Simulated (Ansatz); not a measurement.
Elements on the sites of an ideal diamond lattice, at a guessed lattice constant:

```
C Si
1.0
    -3.86086   -3.86086    0.00000
     0.00000    3.86086    3.86086
    -3.86086    3.86086   -3.86086
C Si
21 3
Direct
  0.50000 0.00000 0.00000
  0.00000 0.00000 0.00000
  0.83333 0.16667 0.66667
  0.66667 0.33333 0.33333
  0.16667 0.33333 0.33333
  0.00000 0.50000 0.00000
  0.83333 0.66667 0.66667
  0.33333 0.66667 0.66667
  0.66667 0.83333 0.33333
  0.16667 0.83333 0.33333
  0.83333 0.16667 0.91667
  0.66667 0.33333 0.58333
  0.16667 0.33333 0.58333
  0.50000 0.50000 0.25000
  0.00000 0.50000 0.25000
  0.33333 0.66667 0.91667
  0.83333 0.66667 0.91667
  0.66667 0.83333 0.58333
  0.16667 0.83333 0.58333
  0.50000 0.00000 0.25000
  0.00000 0.00000 0.25000
  0.33333 0.16667 0.66667
  0.50000 0.50000 0.00000
  0.33333 0.16667 0.91667
```

Cell and atoms were relaxed without symmetry on coarser meshes and computed once more. All numbers below come from DFT PBE, scalar-relativistic, plane waves, PAW (Ansatz).

Plane waves to 420 eV, a k mesh through Γ of 5×5×4 on the computed 24-atom cell and Gaussian smearing (0.02 eV); no spin polarisation.

The relaxation ran on 3×3×2 (shifted) and then 4×4×3 k points with a smearing of 0.1 eV, from sites shaken by 0.02 Å.

What does the relaxation give?

A volume of 6.95 Å³/atom and a gap on the mesh of 1.17 eV. It lies 0.69 eV/atom above the elements' standard states (static lattices, no corrections for gases). The atoms leave their sites by 0.16 Å (root mean square) and 0.30 Å at most, and the cell stretches by up to 0.8 % at fixed volume.

```
C Si
1.0
    -3.84901   -3.84885    0.00006
     0.02176    3.82702    3.79864
    -3.80354    3.80344   -3.79683
C Si
21 3
Direct
  0.52294 0.97953 0.01704
  0.95730 0.97958 0.01701
  0.83601 0.17144 0.66845
  0.68288 0.34046 0.33305
  0.15816 0.34045 0.33305
  0.00084 0.50114 0.99144
  0.84842 0.67080 0.65758
  0.32291 0.67078 0.65757
  0.66847 0.83639 0.35815
  0.16035 0.82013 0.32225
  0.83059 0.16056 0.91885
  0.70509 0.35086 0.57215
  0.14633 0.35084 0.57214
  0.50776 0.51497 0.28596
  0.00167 0.50276 0.23353
  0.31172 0.66851 0.89957
  0.85734 0.66856 0.89959
  0.67111 0.84164 0.58903
  0.15443 0.80829 0.55555
  0.50870 0.99226 0.25738
  0.98417 0.99227 0.25737
  0.33681 0.17303 0.63306
  0.51943 0.53832 0.01313
  0.30848 0.11624 0.94432
```

An odd mesh misses points on the zone edge, so a gap read on it can be too wide.

Cost: 2 runs of about 1.4 core-minutes in all (earlier runs that led there not counted), on Intel Xeon 6975P-C (Granite Rapids) (shared hosts).